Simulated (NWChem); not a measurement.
System: methyl formate (C2H4O2); SMILES O(C)C=O

The following NWChem deck was run.

```
start job
memory heap 200 mb stack 900 mb global 1100 mb
geometry units angstroms noautoz
  C     -0.509398    -1.318595     0.002594
  O      0.676406    -0.537951     0.001445
  C      0.503956     0.780578     0.000236
  O     -0.552295     1.343814    -0.000184
  H     -1.115372    -1.111425    -0.891944
  H     -0.189132    -2.366689     0.008631
  H     -1.119780    -1.102316     0.891930
  H      1.496118     1.278758    -0.000275
end
basis spherical
  * library 3-21g
end
dft
  xc b3lyp
  iterations 150
  mulliken
end
task dft energy
```

Output (shortened):

```
             Northwest Computational Chemistry Package (NWChem) 7.3.0
             --------------------------------------------------------

 C1  symmetry detected

                             Geometry "geometry" -> ""
                             -------------------------

 Output coordinates in angstroms (scale by  1.889725989 to convert to a.u.)

  No.       Tag          Charge          X              Y              Z
 ---- ---------------- ---------- -------------- -------------- --------------
    1 C                    6.0000    -0.51282590    -1.31506279     0.00004090
    2 O                    8.0000     0.67441555    -0.53660583    -0.00007409
    3 C                    6.0000     0.50439703     0.78223945     0.00002997
    4 O                    8.0000    -0.55081364     1.34742223    -0.00002489
    5 H                    1.0000    -1.11823699    -1.10586210    -0.89440564
    6 H                    1.0000    -0.19449401    -2.36375116     0.00507065
    7 H                    1.0000    -1.12298696    -1.09856729     0.88947583
    8 H                    1.0000     1.49747591     1.27858944     0.00022575

 Effective nuclear repulsion energy (a.u.)     122.8400347260

                                 NWChem DFT Module
                                 -----------------

 Summary of "ao basis" -> "ao basis" (spherical)
 ------------------------------------------------------------------------------
       Tag                 Description            Shells   Functions and Types
 ---------------- ------------------------------  ------  ---------------------
 C                           3-21g                   5        9   3s2p
 O                           3-21g                   5        9   3s2p
 H                           3-21g                   2        2   2s

            General Information
            -------------------
          SCF calculation type: DFT
          Wavefunction type:  closed shell.
          No. of atoms     :     8
          No. of electrons :    32
           Alpha electrons :    16
            Beta electrons :    16
          Charge           :     0
          Spin multiplicity:     1
          Use of symmetry is: off; symmetry adaption is: off
          Maximum number of iterations: 150
          AO basis - number of functions:    44
                     number of shells:    28
          Convergence on energy requested:  1.00D-06
          Convergence on density requested:  1.00D-05
          Convergence on gradient requested:  5.00D-04

              XC Information
              --------------
                         B3LYP Method XC Potential
                     Hartree-Fock (Exact) Exchange  0.200
                        Slater Exchange Functional  0.800 local
                    Becke 1988 Exchange Functional  0.720 non-local
              Lee-Yang-Parr Correlation Functional  0.810
                  VWN I RPA Correlation Functional  0.190 local

             Grid Information
             ----------------
          Grid used for XC integration:  medium
          Radial quadrature: Mura-Knowles
          Angular quadrature: Lebedev.
          Tag              B.-S. Rad. Rad. Pts. Rad. Cut. Ang. Pts.
          ---              ---------- --------- --------- ---------
          C                   0.70       49           9.0       434
          O                   0.60       49          10.0       434
          H                   0.35       45          10.0       434
          Grid pruning is: on
          Number of quadrature shells:   376
          Spatial weights used:  Erf1

      Superposition of Atomic Density Guess
      -------------------------------------

 Sum of atomic energies:        -225.64970057

      Non-variational initial energy
      ------------------------------

 Total energy =    -227.504500
 1-e energy   =    -551.721444
 2-e energy   =     201.376909
 HOMO         =      -0.368443
 LUMO         =       0.067895

     ---------------------------------------------
      Total Density - Mulliken Population Analysis
     ---------------------------------------------

    Atom       Charge   Shell Charges
 -----------   ------   -------------------------------------------------------
    1 C    6     6.25   1.99  0.40  1.42  1.05  1.40
    2 O    8     8.65   1.99  0.43  2.15  1.44  2.65
    3 C    6     4.93   1.99  0.42  1.15  0.64  0.73
    4 O    8     8.96   1.99  0.45  2.31  1.50  2.72
    5 H    1     0.80   0.43  0.36
    6 H    1     0.79   0.43  0.36
    7 H    1     0.80   0.43  0.36
    8 H    1     0.83   0.43  0.40

   convergence    iter        energy       DeltaE   RMS-Dens  Diis-err
 ---------------- ----- ----------------- --------- --------- ---------
 d= 0,ls=0.0,diis     1   -227.6456591336 -3.50D+02  4.01D-02  1.22D+00
 d= 0,ls=0.0,diis     2   -227.3230664459  3.23D-01  2.97D-02  4.75D+00
 d= 0,ls=0.0,diis     3   -227.7739018381 -4.51D-01  7.54D-03  1.75D-01
 d= 0,ls=0.0,diis     4   -227.7852108251 -1.13D-02  2.70D-03  6.02D-02
 d= 0,ls=0.0,diis     5   -227.7903841471 -5.17D-03  5.84D-04  1.32D-03
  Resetting Diis
 d= 0,ls=0.0,diis     6   -227.7904990085 -1.15D-04  1.20D-04  3.72D-05
 d= 0,ls=0.0,diis     7   -227.7905032500 -4.24D-06  4.64D-05  2.57D-06
 d= 0,ls=0.0,diis     8   -227.7905030995  1.51D-07  2.57D-05  4.01D-06
 d= 0,ls=0.0,diis     9   -227.7905035465 -4.47D-07  6.01D-06  2.12D-07

         Total DFT energy =     -227.790503546486
      One electron energy =     -553.529474178309
           Coulomb energy =      232.335687432763
    Exchange-Corr. energy =      -29.436751526933
 Nuclear repulsion energy =      122.840034725994

 Numeric. integr. density =       32.000001305207

                       DFT Final Molecular Orbital Analysis
                       ------------------------------------

[...]
```

Level: B3LYP/3-21G. Geometry: optimised at PBE0/def2-SVP.
